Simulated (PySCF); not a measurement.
First SCF of a structure search on singlet [SH3]+, at a hand-made trigonal pyramidal geometry. PySCF input:

```python
from pyscf import gto, scf, dft
mol = gto.M(atom='''
S      0.000000     0.000000     0.000000
H      1.168100     0.000000     0.621100
H     -0.584100     1.011600     0.621100
H     -0.584100    -1.011600     0.621100''',
    basis={'S': 'def2-TZVP', 'H': 'def2-TZVP'},
    charge=1, spin=0)
mf = dft.RKS(mol, xc='PBE0')
mf.grids.atom_grid = (50, 194)
aux = {'S': 'def2-universal-JKFIT', 'H': 'def2-universal-JKFIT'}
mf = mf.density_fit(auxbasis=aux)
mf.conv_tol = 1e-08
mf.diis_space = 10
mf.max_cycle = 60
mf.init_guess = 'minao'
mf.verbose = 4
mf.kernel()
```

Excerpt of the output (cycles and frontier levels):

```
init E= -399.856749442372
  HOMO = -0.375497302190194  LUMO = -0.0141880405706278  gap/eV = 9.83173
cycle= 1 E= -399.52432368761  delta_E= 0.332  |g|= 0.19  |ddm|= 1.21
  HOMO = -0.68201456660341  LUMO = -0.27584093280522  gap/eV = 11.05255
cycle= 2 E= -399.53534981081  delta_E= -0.011  |g|= 0.108  |ddm|= 0.306
  HOMO = -0.657374319785891  LUMO = -0.253436944867244  gap/eV = 10.99170
cycle= 3 E= -399.537650558398  delta_E= -0.0023  |g|= 0.0133  |ddm|= 0.0949
  HOMO = -0.656104032008901  LUMO = -0.250656177350679  gap/eV = 11.03280
cycle= 4 E= -399.537673609342  delta_E= -2.31e-05  |g|= 0.00285  |ddm|= 0.00887
  HOMO = -0.655423312860254  LUMO = -0.250340955045451  gap/eV = 11.02285
cycle= 5 E= -399.53767555285  delta_E= -1.94e-06  |g|= 0.00104  |ddm|= 0.00242
  HOMO = -0.655583889336352  LUMO = -0.250409045069807  gap/eV = 11.02537
cycle= 6 E= -399.537675818456  delta_E= -2.66e-07  |g|= 2.37e-05  |ddm|= 0.000734
  HOMO = -0.655579881025606  LUMO = -0.250403421401575  gap/eV = 11.02541
cycle= 7 E= -399.537675818674  delta_E= -2.17e-10  |g|= 8.51e-06  |ddm|= 3.11e-05
  HOMO = -0.655583408875387  LUMO = -0.250405383490689  gap/eV = 11.02546
Extra cycle  E= -399.537675818682  delta_E= -8.41e-12  |g|= 7.18e-06  |ddm|= 1.37e-05
converged SCF energy = -399.537675818682
```

No lower solution of this spin was found by a stability analysis within the restricted form, which does not test spin polarisation.

The search for the lowest solution, with the stability check, took 0.9 s on 2 threads of a shared Arm Neoverse V2 host, with 55 basis functions; the process peaked at 0.26 GiB. Launch command: `OMP_NUM_THREADS=2 python axn.py task.json out`.
